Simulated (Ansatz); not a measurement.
# PF+ (quartet): the correlation ladder, def2-QZVPP

One table from this session's results is given with a row withheld; the runs are named, their logs left out.

The runs use Ansatz 0.2.0, Gaussian basis; def2-QZVPP, core rule «outside noble gas», up to 6 orbitals frozen.

Plan: UHF; ROHF; CCSD(T) on UHF.

2 further runs of the same task are left out: 2 set aside as unsound or not needed.

**The system**

The geometry is a PBE0/def2-TZVP stationary point (not a proven minimum) of the parent state, kept for this charge and spin.

2 atoms, charge 1, spin multiplicity 4.

Atoms are counted from 1 here; the program's logs count them from 0.

Bond lengths: F1–P2 1.593 Å.

As a file:

```
atom    x (Å)    y (Å)    z (Å)
  F1  0.00000  0.00000  0.00000
  P2  0.00000  0.00000  1.59340
```

The first run:

The input, in.yaml:

```yaml
crystal:
  periodic: [false, false, false]
  atoms:
    - {symbol: F, position_ang: [0.000000, 0.000000, 0.000000]}
    - {symbol: P, position_ang: [0.000000, 0.000000, 1.593400]}
basis:
  gaussian: {orbitals: "def2-QZVPP.json"}
total_charge: 1
magnetization: {spin_polarized: true, initial_magnetization: 3}
hamiltonian: {xc: hf}
output: {orbitals: {seedname: orbitals}}
```

Run with:

```
> ansatz run in.yaml --threads 1 --pin off --events-out ev --progress --plain --max-ram 2393MiB
```

Among the steps run: UHF; ROHF; CCSD(T) on UHF.

One of the session's tables, all rows but one given; the rest of the session is left out.

It belongs to the step «Misses and costs». 

| method | from UCCSD(T) (meV) |
| --- | --- |
| ROHF | +9851.1 |
| UHF | +9756.5 |
| UMP2 | ? |
| UCCSD | +368.6 |
| UCCSD(T) | 0 |

Q: Estimate the row for UMP2 from the others.

**Answer.** from UCCSD(T) (meV): +579.9. In the column «from UCCSD(T) (meV)» it lies between UCCSD (+368.6) and UHF (+9756.5).
